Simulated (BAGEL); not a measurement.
# SF (Monosulfur monofluoride) at UHF/cc-pVTZ (density fitting with cc-pvqz-jkfit)

What is the energy change on altering one bond length of SF (Monosulfur monofluoride) at UHF/cc-pVTZ (density fitting with cc-pvqz-jkfit)? 

Program for the calculation: BAGEL 1.2.2.

6 further runs of the same task are left out: 3 that didn't finish, 3 set aside as unsound or not needed.

## 1. The structure to begin with

SF has 2 atoms, charge 0, and is taken as a doublet. SMILES: `F[S]`. Geometry: relaxed at PBE0-D4/def2-TZVP.

Bond lengths: F1–S2 1.594 Å.

## 2. The energy at UHF/cc-pVTZ (density fitting with cc-pvqz-jkfit)

The input, hf.json:

```json
{ "bagel" : [

{
  "title" : "molecule",
  "basis" : "cc-pvtz.json",
  "df_basis" : "cc-pvqz-jkfit",
  "angstrom" : "true",
  "geometry" : [
    { "atom" : "F", "xyz" : [    0.000000,    0.000000,    0.016120 ] },
    { "atom" : "S", "xyz" : [    0.000000,    0.000000,    1.610410 ] }
  ]
},
{ "title" : "uhf", "charge" : 0, "nopen" : 1 },
{ "title" : "print", "file" : "orbitals.molden", "orbitals" : "true" }

]}
```

The basis set cc-pVTZ is read from a file made from the Basis Set Exchange's data (not shown).

The run is started by

```sh
$ BAGEL_NUM_THREADS=1 BAGEL hf.json > hf.out
```

The program printed:

```text
* using 1 threads per process

  ===============================================================
  ===============================================================

  *** Geometry ***

  { "atom" : "F", "xyz" : [      0.000000,      0.000000,      0.030462 ] },
  { "atom" : "S", "xyz" : [      0.000000,      0.000000,      3.043234 ] },

  Number of auxiliary basis functions:      254

  Since a DF basis is specified, we compute 2- and 3-index integrals:
    o Being stored without compression. Storage requirement is 0.008 GB

  Number of basis functions:       64
  Number of electrons      :       25

    * METHOD: MOLECULE                             0.04

  *** Open-shell HF ***

  === Nuclear Repulsion ===
    47.7965228010

      * DIIS with orbital gradients will be used.

  === UHF iteration (cc-pvtz.json) ===
      0       -496.84978868          0.04058164           0.02
      1       -496.90395315          0.03399291           0.02
      2       -496.93451996          0.02286849           0.02
      3       -496.96659536          0.00121943           0.02
      4       -496.96694759          0.00036398           0.02
      5       -496.96700889          0.00014966           0.02
      6       -496.96702885          0.00003331           0.02
      7       -496.96703120          0.00001135           0.02
      8       -496.96703188          0.00000476           0.02
      9       -496.96703216          0.00000173           0.02
     10       -496.96703222          0.00000103           0.02
     11       -496.96703226          0.00000055           0.02
     12       -496.96703227          0.00000019           0.02
     13       -496.96703227          0.00000006           0.02
     14       -496.96703227          0.00000002           0.02
     15       -496.96703227          0.00000001           0.02
     16       -496.96703227          0.00000000           0.02
    * SCF iteration converged.

    * S^2 (UHF) is 0.7657

    * Permanent dipole moment:
           (    0.000000,     0.000000,    -0.473443) a.u.

    * METHOD: UHF                                  0.37

    * METHOD: PRINT                                0.01

  ===============================================================
```

Wall time 0.58 s (1 thread of Arm Neoverse V2, shared host).

## 3. The distorted shape, same level

The input, calc.json:

```json
{ "bagel": [

{
  "title": "molecule",
  "basis": "cc-pvtz.json",
  "df_basis": "cc-pvqz-jkfit",
  "angstrom": true,
  "geometry": [
    { "atom": "F", "xyz": [       0.000000,       0.000000,      -1.896990 ] },
    { "atom": "S", "xyz": [       0.000000,       0.000000,       1.610410 ] }
  ]
},

{ "title": "uhf", "nopen": 1 },

{ "title": "print", "file": "orbitals.molden", "orbitals": true }

]}
```

The basis set cc-pVTZ is read from a file made from the Basis Set Exchange's data (not shown).

The run is started by

```sh
$ BAGEL_NUM_THREADS=1 BAGEL calc.json > calc.out
```

The program printed:

```text
* using 1 threads per process

  ===============================================================
  ===============================================================

  *** Geometry ***

  { "atom" : "F", "xyz" : [      0.000000,      0.000000,     -3.584792 ] },
  { "atom" : "S", "xyz" : [      0.000000,      0.000000,      3.043234 ] },

  Number of auxiliary basis functions:      254

  Since a DF basis is specified, we compute 2- and 3-index integrals:
    o Being stored without compression. Storage requirement is 0.008 GB

  Number of basis functions:       64
  Number of electrons      :       25

    * METHOD: MOLECULE                             0.04

  *** Open-shell HF ***

  === Nuclear Repulsion ===
    21.7259275636

      * DIIS with orbital gradients will be used.

  === UHF iteration (cc-pvtz.json) ===
      0       -496.37886285          0.04769906           0.02
      1       -493.70837966          0.10907040           0.02
      2       -488.05877685          0.15154781           0.02
      3       -496.39998227          0.04330374           0.02
      4       -496.55099600          0.02475139           0.02
      5       -496.60652707          0.01444692           0.02
      6       -496.63878854          0.00407269           0.02
      7       -496.65469806          0.01364818           0.02
      8       -496.70454438          0.01551470           0.02
      9       -496.69563584          0.01471331           0.02
     10       -496.68035819          0.01544597           0.02
     11       -496.73276978          0.01739890           0.02
     12       -496.77170137          0.01447022           0.02
     13       -496.76262608          0.01161150           0.02
     14       -496.84477452          0.01011998           0.02
     15       -496.86359577          0.00751499           0.02
     16       -496.87589348          0.00781385           0.02
     17       -496.89492604          0.00643841           0.02
     18       -496.91251392          0.00214689           0.02
     19       -496.91333212          0.00085956           0.02
     20       -496.91359375          0.00029404           0.02
     21       -496.91362171          0.00001444           0.02
     22       -496.91362190          0.00000550           0.02
     23       -496.91362193          0.00000088           0.02
     24       -496.91362193          0.00000024           0.02
     25       -496.91362193          0.00000004           0.02
     26       -496.91362193          0.00000001           0.02
     27       -496.91362193          0.00000000           0.02
    * SCF iteration converged.

    * S^2 (UHF) is 1.7650

    * Permanent dipole moment:
           (   -0.000000,    -0.000000,     0.022656) a.u.

    * METHOD: UHF                                  0.57

    * METHOD: PRINT                                0.01

  ===============================================================
```

Run time: 0.78 s. Hardware: 1 thread of Arm Neoverse V2, shared host.

## 4. What came out

Level: UHF/cc-pVTZ (density fitting with cc-pvqz-jkfit).

| quantity | value |
| --- | --- |
| first shape: total energy | -496.96703 Eh |
| first shape: dipole moment | 1.20 D |
| first shape: ⟨S²⟩ | 0.766 |
| distorted shape: total energy | -496.91362 Eh |
| distorted shape: dipole moment | 0.06 D |
| distorted shape: ⟨S²⟩ | 1.765 |
| energy change with the F1–S2 bond stretched from 1.594 to 3.507 Å | 1.453 eV |

In words: With the F1–S2 bond stretched from 1.594 to 3.507 Å the energy rises by 1.45 eV (140 kJ/mol). The first shape isn't relaxed at this level, so the change isn't measured from a minimum. ⟨S²⟩ (distorted shape) is 1.76 where a pure doublet has 0.75: the reference is spin-contaminated.
